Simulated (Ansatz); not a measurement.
Process, species as SMILES: O=S(F)F + 3 [H][H] (H2) → 2 F (HF) + O (H2O) + S (H2S)
B3LYP-D3(BJ)/def2-TZVP geometries, fixed; electronic energies without zero-point terms.

Basis-set convergence of the energy of full hydrogenation at HF with Ansatz (a program for electronic structure). Cartesian d functions, on some or all atoms, in 6-31+G*; all else is spherical. No added dispersion term, no relativity. Functions are those of the species that has most. Reference: the value in pcseg-4, -77.23 kcal/mol, itself unsure by roughly 0.56 kcal/mol (its mean distance from aug-pcseg-3, aug-cc-pV(Q+d)Z, cc-pV(5+d)Z). Deviations are taken from unrounded values.

| basis | functions | energy of full hydrogenation (kcal/mol) | minus reference (kcal/mol) |
|---|---|---|---|
| 6-31G | 40 | -172.96 | -95.73 |
| def2-SVP | 60 | -107.53 | -30.30 |
| 6-31+G* | 80 | -87.42 | -10.19 |
| aug-pcseg-1 | 96 | -107.59 | -30.36 |
| pcseg-2 | 124 | -83.25 | -6.01 |
| 6-311++G(3df,3pd) | 164 | -85.15 | -7.92 |
| def2-TZVPPD | 171 | -80.95 | -3.71 |
| def2-QZVPP | 241 | -78.20 | -0.97 |
| aug-cc-pV(Q+d)Z | 329 | -78.33 | -1.10 |

Of the sets listed that have larger relatives (same family, alike in diffuse functions), none stays within 2 kcal/mol of the reference together with them. Inside, with no larger relative to test it: def2-QZVPP, aug-cc-pV(Q+d)Z.
